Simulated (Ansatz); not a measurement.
# Which is lower?

Two relaxed structures of HS$_{2}$O, doublet (PBE0-D4/def2-TZVP; forces vanish, vibrations not checked).

A:

```xyz
4
angstrom
O -0.6133 -0.1069 -0.6102
S -0.3185 -0.5388 0.7721
S 1.7119 -0.3203 1.1869
H 2.1149 -1.2357 0.2854
```

B:

| atom | x (Å) | y (Å) | z (Å) |
| --- | --- | --- | --- |
| O1 | -0.9599 | 0.3814 | -0.4641 |
| S2 | -0.3530 | -0.7635 | 0.5468 |
| S3 | 1.5357 | -0.5458 | 0.6919 |
| H4 | -0.2228 | 0.9279 | -0.7746 |

Computed with Ansatz 0.2.0 (basis: def2-TZVPP); correlated methods freeze the cores; orbitals are unrestricted. B3LYP uses VWN-RPA correlation.

Which structure is lower at CCSD(T), and by how much? (An estimate is asked for; the value comes from the calculation.)

The calculation gives: B, by 34.1 kJ/mol (electronic energy, against the other). By their contacts, A is HS₂O ([O][S][SH]) and B is HS₂O ([OH][S][S]).

All methods give the same order:

```csv
method,E(B) − E(A) (kJ/mol)
PBE-D4,-28.0
r2SCAN-D4,-28.5
PBE0-D4,-32.9
B3LYP-D4,-29.9
wB97M-V,-34.5
HF,-29.9
MP2,-46.5
CCSD,-33.8
CCSD(T),-34.1
```

The T1 diagnostic stays at or below 0.027. ⟨S²⟩ of the unrestricted Hartree–Fock references: 0.78 to 0.79 (a pure state has 0.75).

Labels in which every atom is bracketed show which atoms are joined, not bond orders.

For scale, one of the runs: CCSD(T)/def2-TZVPP, 129 basis functions, launched by `ansatz run in.yaml --threads 2 --pin off --events-out ev --progress --plain --max-ram 4352MiB`. Hardware: 2 CPU threads of an Arm Neoverse V2, shared host. Wall time 31 s; peak host memory 1.3 GiB.
